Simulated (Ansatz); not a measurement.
# Property card for V$_{2}$O$_{5}$

Theory: Ansatz, DFT PBEsol, scalar-relativistic, plane waves, PAW.

Settings: cutoff 420 eV, Γ-centred mesh 10×10×6 on the computed 7-atom cell, Gaussian smearing of 0.02 eV; no spin polarisation.

The structure is relaxed at this level of theory with its symmetry kept. This form isn't the usual stable structure of the compound.

```cif
data_structure
_symmetry_space_group_name_H-M 'C2/m'
_symmetry_Int_Tables_number 12
_cell_length_a 11.0396
_cell_length_b 2.8567
_cell_length_c 5.9118
_cell_angle_alpha 90.000
_cell_angle_beta 92.989
_cell_angle_gamma 90.000
_cell_volume 186.19
loop_
_atom_site_label
_atom_site_type_symbol
_atom_site_symmetry_multiplicity
_atom_site_Wyckoff_symbol
_atom_site_fract_x
_atom_site_fract_y
_atom_site_fract_z
_atom_site_occupancy
V1 V 4 i 0.64464 0.50000 0.37980 1
O1 O 2 c 0.00000 0.00000 0.50000 1
O2 O 4 i 0.62158 0.00000 0.20297 1
O3 O 4 i 0.81073 0.50000 0.38403 1
```

(1) Formation energy from the elements' standard states (uncorrected)?

(2) Kohn–Sham band gap?

(3) Löwdin character of the top 1 eV of the valence band?

(4) Löwdin character of the lowest 1 eV of the conduction band?

(5) Electron masses at the edge by Cartesian direction of the computed cell, whose vectors are (5.517, -1.428, 0.170), (5.517, 1.428, 0.170), (-0.490, 0.000, 5.891) Å (m_e; degenerate bands sorted by energy; no spin-orbit coupling)?

(6) Hole masses at the edge by Cartesian direction of the computed cell, whose vectors are (5.517, -1.428, 0.170), (5.517, 1.428, 0.170), (-0.490, 0.000, 5.891) Å (m_e; degenerate bands sorted by energy; no spin-orbit coupling)?

(7) Bader charges (e)?

Each cell of V2O5 holds layers, and where no dispersion correction was added their binding is poorly described.

A ferromagnetic start lost its moments in a first run, so spin was left out; other magnetic orders weren't tried.

## Answers

(1) -2.190 eV/atom.

(2) 1.42 eV, indirect from (0.000, 0.000, 0.495) to (0.281, -0.284, -0.487) (the valley at (-0.717, -0.283, 0.000) lies within 0.03 eV, so the order isn't resolved).

(3) O 2p 92 %.

(4) V 3d 75 %, O 2p 23 % (semilocal functionals without a Hubbard U place empty 3d levels too low).

(5) x: 2.6; y: 0.89; z: over 30.

(6) x: 0.67; y: 0.43; z: 11.

(7) V (2 in the cell) 2.23, O (1 in the cell) -0.86, O (2 in the cell) -0.84, O (2 in the cell) -0.95.

Cost: 8 runs of about 23 core-minutes in all, on Intel Xeon Platinum 8375C (Ice Lake) (shared hosts).